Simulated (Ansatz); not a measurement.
System: Si2H6, charge 1, multiplicity 2. 
Coordinates optimised at B3LYP-D3(BJ)/def2-TZVP (Ansatz, a quantum-chemistry and plane-wave program):
```
Si
H 1 1.4708
H 1 1.4708 2 118.16
H 1 1.4708 2 118.16 3 -153.34
Si 1 2.7729 2 97.86 3 103.33
H 5 1.4708 1 97.86 2 -178.94
H 5 1.4708 6 118.16 1 -103.33
H 5 1.4708 6 118.16 7 -153.34
```
Charge +1, spin multiplicity 2.

Parts of the frozen-core correlation energy in 6-31G (Ansatz, hartree). Frozen orbitals: 10; correlated occupied orbitals by spin: 7 and 6; virtual: 21 and 22. Open shells are spin-unrestricted. Spin-orbit coupling is left out. No relativistic terms.

```csv
term,value
reference (HF),-580.89142
MP2 opposite-spin,-0.09337
MP2 same-spin,-0.00853
CCSD correlation,-0.14083
(T),-0.00184
T1 diagnostic,0.008
largest doubles amplitude,0.028
<S^2> of the reference,0.754
```
